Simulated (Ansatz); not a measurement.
**CHAlN+ (singlet): the correlation ladder, cc-pVDZ**

One table from this session's results is given with a row withheld; the runs are named, their logs left out.

Computed with Ansatz 0.2.0, Gaussian basis. Level: cc-pVDZ, core rule «outside noble gas», up to 7 orbitals frozen.

To be run: UHF; CCSD(T) on RHF; CCSD(T) on UHF; BCCD(T) on RHF; CISD; CCSDT(Q) on RHF; CCSDT(Q) on UHF; CASSCF and MRCISD+Q, 8 electrons in 8 orbitals; CASSCF and NEVPT2, 8 electrons in 8 orbitals.

19 further runs of the same task are left out: 9 that didn't finish, 10 set aside as unsound or not needed.

### The geometry

The geometry is a PBE0/def2-TZVP stationary point (not a proven minimum) of the parent state, kept for this charge and spin.

4 atoms, charge 1, spin multiplicity 1.

Atoms are counted from 1 here; the program's logs count them from 0.

Bond lengths: Al1–N2 1.833 Å, N2–C3 1.207 Å, C3–H4 1.103 Å. Angles: Al1–N2–C3 173.8°, N2–C3–H4 130.3°.

The first run:

Input file in.yaml:

```yaml
crystal:
  periodic: [false, false, false]
  atoms:
    - {symbol: Al, position_ang: [-0.000006, -0.113958, 2.175529]}
    - {symbol: N, position_ang: [0.000059, -0.123062, 0.342317]}
    - {symbol: C, position_ang: [-0.000023, -0.259290, -0.857208]}
    - {symbol: H, position_ang: [-0.000030, 0.496310, -1.660638]}
basis:
  gaussian: {orbitals: cc-pVDZ}
total_charge: 1
magnetization: {spin_polarized: true, initial_magnetization: 0}
hamiltonian: {xc: hf}
output: {orbitals: {seedname: orbitals}}
```

Command:

```
> ansatz run in.yaml --threads 1 --pin off --events-out ev --progress --plain --max-ram 2393MiB
```

Among the steps run: UHF; CCSD(T) on RHF; CCSD(T) on UHF; BCCD(T) on RHF; CISD; CCSDT(Q) on RHF; CCSDT(Q) on UHF; CASSCF and MRCISD+Q, 8 electrons in 8 orbitals; CASSCF and NEVPT2, 8 electrons in 8 orbitals.

One of the session's tables, all rows but one given; the rest of the session is left out.

It belongs to the step «Misses and costs». 

```
           method  from RCCSDT(Q) (kcal/mol)
              RHF                    +230.49
              UHF                    +226.27
             RMP2                     +23.37
             UMP2                     +46.92
             CISD                     +35.65
            RCCSD                     +11.33
            UCCSD                     +11.85
         RCCSD(T)                      +1.39
         UCCSD(T)                      +2.55
          BCCD(T)                      +1.42
           RCCSDT                      +1.21
           UCCSDT                      +1.26
        RCCSDT(Q)                          0
        UCCSDT(Q)                      -0.03
  CASSCF frontier                    +132.72
  NEVPT2 frontier                          ?
  MRCISD frontier                     +12.59
MRCISD+Q frontier                      +0.99
```

Q: Estimate the row for NEVPT2 frontier from the others.

**Answer.** from RCCSDT(Q) (kcal/mol): +33.22. In the column «from RCCSDT(Q) (kcal/mol)» it lies between RMP2 (+23.37) and CISD (+35.65).

Limits of these values: The determinant is far from a pure spin state, so its energy mixes those of several spin states (harmless only where they are near-degenerate, as at dissociation). Warnings: restricted reference is unstable; spin contamination; coupled cluster took another determinant than the lowest. Restricted and unrestricted rows rest on different reference determinants; where their highest levels disagree by more than a few hundredths of an eV, they describe different states and don't form one ladder.
